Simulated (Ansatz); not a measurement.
# AlSi+ (triplet): from Hartree-Fock to the top rungs, def2-TZVPP

One table from this session's results is given with a row withheld; the runs are named, their logs left out.

The runs use Ansatz 0.2.0, Gaussian basis; def2-TZVPP, core rule «outside noble gas», up to 10 orbitals frozen.

The runs, in order: UHF; ROHF; CCSD(T) on UHF.

**The geometry**

The geometry is a PBE0/def2-TZVP stationary point (not a proven minimum) of the parent state, kept for this charge and spin.

2 atoms, charge 1, spin multiplicity 3.

Atoms are counted from 1 here; the program's logs count them from 0.

Bond lengths: Si1–Al2 2.416 Å.

Set-up of the first run:

File in.yaml:

```yaml
crystal:
  periodic: [false, false, false]
  atoms:
    - {symbol: Si, position_ang: [0.000000, 0.000000, 0.000000]}
    - {symbol: Al, position_ang: [0.000000, 0.000000, 2.416200]}
basis:
  gaussian: {orbitals: def2-TZVPP}
total_charge: 1
magnetization: {spin_polarized: true, initial_magnetization: 2}
hamiltonian: {xc: hf}
output: {orbitals: {seedname: orbitals}}
```

Started as:

```console
ansatz run in.yaml --threads 1 --pin off --events-out ev --progress --plain --max-ram 3968MiB --backend cpu
```

Steps of the session up to this table: UHF; ROHF; CCSD(T) on UHF.

One of the session's tables, all rows but one given; the rest of the session is left out.

| method | from UCCSD(T) (kcal/mol) |
| --- | --- |
| ROHF | ? |
| UMP2 | +24.77 |
| UCCSD | +5.25 |
| UCCSD(T) | 0 |

**Question.** Estimate the row for ROHF.

**Answer.** from UCCSD(T) (kcal/mol): +88.89. In the column «from UCCSD(T) (kcal/mol)» it is the highest.

Left out of the table: UHF (another determinant or state than the rows shown).

To keep in mind: Warnings: spin contamination; coupled cluster took another determinant than the lowest.
